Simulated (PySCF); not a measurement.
Molecule: SMILES C(C)CCF, C4H9F.

Bonds (- single, = double, # triple, : aromatic): C1-C2, C2-C3, C3-C4, C4-F5. C1 carries H6, H7, H8; C2 carries H9, H10; C3 carries H11, H12; C4 carries H13, H14.

Coordinates of the point at 0° (Å):
```xyz
14

C    -2.018   -0.039    0.013
C    -0.575   -0.191    0.485
C     0.513    0.166   -0.554
C     0.022    0.625   -1.920
F    -0.520   -0.418   -2.635
H    -2.199   -0.624   -0.883
H    -2.265    1.002   -0.186
H    -2.689   -0.395    0.792
H    -0.436    0.432    1.371
H    -0.433   -1.227    0.796
H     1.141    0.969   -0.165
H     1.157   -0.700   -0.717
H     0.862    0.997   -2.517
H    -0.750    1.396   -1.852
```

The dihedral C1–C2–C3–C4 is held at the listed angle and the rest relaxed with GFN2-xTB; couplings at B3LYP/pcJ-1 (spin–dipole term only in couplings to heteroatoms) (PySCF 2.14, gas phase, non-relativistic), for fixed nuclei without averaging.

Q: How do the three-bond couplings across the rotated bond vary?

A: 
| held angle (°) | H9,H11: φ (°), J (Hz) | H10,H11: φ (°), J (Hz) | H9,H12: φ (°), J (Hz) | H10,H12: φ (°), J (Hz) | H10,C4: φ (°), J (Hz) | C1,H11: φ (°), J (Hz) |
| --- | --- | --- | --- | --- | --- | --- |
| 0 | -1, 13.1 | -118, 3.6 | 116, 3.6 | 0, 13.0 | 121, 1.9 | 121, 2.8 |
| 30 | 31, 9.6 | -85, 0.5 | 149, 11.0 | 33, 9.7 | 153, 7.4 | 152, 8.1 |
| 60 | 59, 3.7 | -58, 3.8 | 177, 13.4 | 60, 3.7 | -179, 11.6 | -179, 10.6 |
| 90 | 87, 0.6 | -30, 10.0 | -154, 10.1 | 88, 0.5 | -149, 8.9 | -151, 8.1 |
| 120 | 120, 4.5 | 3, 12.6 | -121, 3.0 | 122, 4.0 | -118, 2.4 | -119, 2.4 |
| 150 | 152, 11.6 | 34, 9.2 | -89, 0.6 | 153, 10.6 | -87, 0.2 | -88, 0.1 |
| 180 | 179, 14.3 | 62, 3.8 | -62, 4.2 | -180, 13.0 | -59, 2.9 | -60, 2.9 |
| 210 | -154, 10.8 | 89, 0.6 | -35, 8.9 | -152, 10.1 | -30, 7.0 | -31, 7.7 |
| 240 | -122, 3.3 | 121, 4.0 | -3, 11.4 | -120, 3.5 | 1, 9.0 | 0, 10.2 |
| 270 | -89, 0.5 | 154, 11.4 | 30, 8.6 | -87, 0.5 | 32, 6.6 | 31, 7.5 |
| 300 | -61, 4.3 | -178, 14.0 | 57, 3.7 | -59, 3.5 | 62, 2.5 | 60, 2.7 |
| 330 | -34, 10.0 | -150, 10.7 | 84, 0.5 | -32, 9.2 | 90, 0.3 | 89, 0.2 |

Q: Fit a Karplus curve A cos²φ + B cos φ + C to $^{3}J$(H9,H11).

A: A = 13.2, B = -0.2, C = 0.6 Hz; rms residual 0.5 Hz. The plain average over the scan is 7.2 Hz.

Q: Fit a Karplus curve A cos²φ + B cos φ + C to $^{3}J$(H10,H11).

A: A = 12.9, B = -0.4, C = 0.6 Hz; rms residual 0.2 Hz. The plain average over the scan is 7.0 Hz.
